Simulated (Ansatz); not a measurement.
Geometry optimisation, RKS PBE-D4/def2-mTZVP (Ansatz).

input.yaml

```yaml
crystal:
  periodic: [false, false, false]
  atoms:
    - { symbol: B, position_ang: [0.023892, 0.161528, 0.245453] }
    - { symbol: C, position_ang: [0.029751, 0.202961, 1.82982] }
    - { symbol: H, position_ang: [-0.915912, -0.050292, 2.333444] }
    - { symbol: H, position_ang: [0.869644, -0.30543, 2.323486] }
    - { symbol: H, position_ang: [0.189668, 1.274689, 2.075348] }
    - { symbol: H, position_ang: [1.062611, 0.140938, -0.357181] }
    - { symbol: H, position_ang: [-1.002845, 0.302535, -0.362927] }
    - { symbol: F, position_ang: [-0.262075, -2.335569, 0.401103] }
    - { symbol: H, position_ang: [-0.351233, -2.008761, 1.271554] }
basis:
  gaussian: { orbitals: def2-mTZVP }
hamiltonian:
  xc: pbe
  dispersion: d4
relax:
  f_tol: 0.03
  max_steps: 50
```

Launched with:

```bash
$ ansatz run input.yaml --threads 1 --pin off --max-ram 2048MiB --backend cpu --events-out ev --progress --plain --runs-dir out
```

Q: Where does it end, and by what steps?

A: It converged. After 7 steps the energy has fallen by 0.032 eV; F8 moved furthest, 0.22 Å.

```csv
step,energy less start (eV),largest force component (eV/Å),accepted
0,0.0000,0.478,yes
1,-0.0028,1.087,yes
2,-0.0175,0.468,yes
3,-0.0225,0.402,yes
4,-0.0295,0.133,yes
5,-0.0217,0.847,no
6,-0.0282,0.313,no
7,-0.0317,0.027,yes
```

```xyz
9
Properties=species:S:1:pos:R:3
B 0.021 0.087 0.282
C 0.040 0.238 1.845
H -0.894 -0.031 2.366
H 0.897 -0.231 2.355
H 0.159 1.326 2.029
H 1.055 0.047 -0.329
H -0.999 0.272 -0.327
F -0.244 -2.143 0.304
H -0.391 -2.182 1.235
```

Whether the end is a true minimum wasn't checked by a vibrational analysis.

The run took 19 s on 1 thread of Arm Neoverse V1, on a shared host, peak memory 0.12 GiB.
